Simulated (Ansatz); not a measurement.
Basis-set extrapolation for C$_{4}$H$_{6}$F$_{2}$, SMILES `FCC1(F)CC1` (PBE0-D4/def2-TZVP geometry, frozen core, the Gaussian-basis code of Ansatz). Multiplicity 1, RHF reference.

```csv
,def2-TZVPP,def2-QZVPP
HF,-353.944942,-353.960425
MP2 correlation,-1.160998,-1.251758
CCSD(T) correlation,-1.238239,not run
```

Energies in hartree. Use E(X) = E(∞) + A·exp(−7.88·√X) for Hartree–Fock and E(X) = E(∞) + B·X^(−2.97) for correlation, with X = 3 and 4, and add CCSD(T) minus MP2 of the smaller set to the MP2 limit.

Q: What is the CCSD(T) energy at the basis-set limit?

A: HF limit: -353.960425 + (-0.015483) × 0.13774 = -353.96256. MP2 limit: -1.251758 + (-0.090760) × 0.74074 = -1.31899. Higher-order term: -1.238239 − (-1.160998) = -0.07724. Total: -355.35879 hartree, 4.78 eV below CCSD(T)/def2-TZVPP.
